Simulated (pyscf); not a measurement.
8 silicon, germanium or tin steps of one kind (substitution at Si, radical): barrier in kJ/mol, from the separated reactants or the lowest minimum found. Single points on ωB97X-D3(BJ)/def2-SVP structures (PySCF, gas phase). Functionals in def2-TZVP; the last column is ωB97M-D3(BJ)/def2-TZVP. Rows were drawn at random from the steps of this kind and element class whose saddle was verified and whose references are stable.

```json
[
 {"step": "`[SiH3][Se][SiH3]` + `[H]` [doublet] → `[SiH4]` + `[SiH3][Se]` [doublet]", "PBE": "-8.0", "r²SCAN": "-7.1", "B3LYP-D3(BJ)": "2.2", "ωB97M-D3(BJ)": "25.6"},
 {"step": "`[F][Si]([SiH3])([SiH3])[SiH3]` + `[CH3]` [doublet] → `[CH3][Si]([F])([SiH3])[SiH3]` + `[SiH3]` [doublet]", "PBE": "0.3", "r²SCAN": "7.2", "B3LYP-D3(BJ)": "10.3", "ωB97M-D3(BJ)": "12.0"},
 {"step": "`[SiH3][SiH]([SiH3])[SiH3]` + `[CH3]` [doublet] -> `[SiH3][SiH][SiH3]` [doublet] + `[CH3][SiH3]`", "PBE": "1.1", "r²SCAN": "17.0", "B3LYP-D3(BJ)": "22.5", "ωB97M-D3(BJ)": "31.0"},
 {"step": "`[SiH3][Si]([SiH3])([SiH3])[SiH3]` + `[SiH3]` [doublet] → `[SiH3][Si]([SiH3])[SiH3]` [doublet] + `[SiH3][SiH3]`", "PBE": "?", "r²SCAN": "10.6", "B3LYP-D3(BJ)": "17.5", "ωB97M-D3(BJ)": "26.9"},
 {"step": "`[SiH3][GeH3]` + `[H]` [doublet] → `[GeH3]` [doublet] + `[SiH4]`", "PBE": "-7.2", "r²SCAN": "-11.8", "B3LYP-D3(BJ)": "-1.2", "ωB97M-D3(BJ)": "16.8"},
 {"step": "`[SiH3][PH][SiH3]` + `[H]` [doublet] -> `[SiH4]` + `[SiH3][PH]` [doublet]", "PBE": "?", "r²SCAN": "-12.4", "B3LYP-D3(BJ)": "-1.8", "ωB97M-D3(BJ)": "20.2"},
 {"step": "`[SiH3][Si]([SiH3])([SiH3])[Cl]` + `[CH3]` [doublet] → `[SiH3][Si]([SiH3])[Cl]` [doublet] + `[CH3][SiH3]`", "PBE": "-4.5", "r²SCAN": "11.3", "B3LYP-D3(BJ)": "16.9", "ωB97M-D3(BJ)": "25.4"},
 {"step": "`[F][CH]([F])[SiH3]` + `[H]` [doublet] -> `[F][CH][F]` [doublet] + `[SiH4]`", "PBE": "-12.5", "r²SCAN": "-14.3", "B3LYP-D3(BJ)": "3.0", "ωB97M-D3(BJ)": "26.3"}
]
```

Q: Some entries are withheld; supply them.

A: 
- `[SiH3][Si]([SiH3])([SiH3])[SiH3]` + `[SiH3]` [doublet] → `[SiH3][Si]([SiH3])[SiH3]` [doublet] + `[SiH3][SiH3]`, PBE: 2.1
- `[SiH3][PH][SiH3]` + `[H]` [doublet] -> `[SiH4]` + `[SiH3][PH]` [doublet], PBE: -10.8

Differences from the last column (kJ/mol): PBE: mean -28.0, median -29.9, mean size 28.0, lower in 8 of 8; r²SCAN: mean -23.0, median -22.4, mean size 23.0, lower in 8 of 8; B3LYP-D3(BJ): mean -14.4, median -13.7, mean size 14.4, lower in 8 of 8. PBE is closest for row 2 (11.7 kJ/mol apart) and farthest for row 8 (38.8 kJ/mol). PBE, r²SCAN and M06-2X carry no added dispersion term. The last column is a level with limits of its own. Each barrier is that of the saddle found. Elements up to Kr have no core potential and no relativistic terms here.
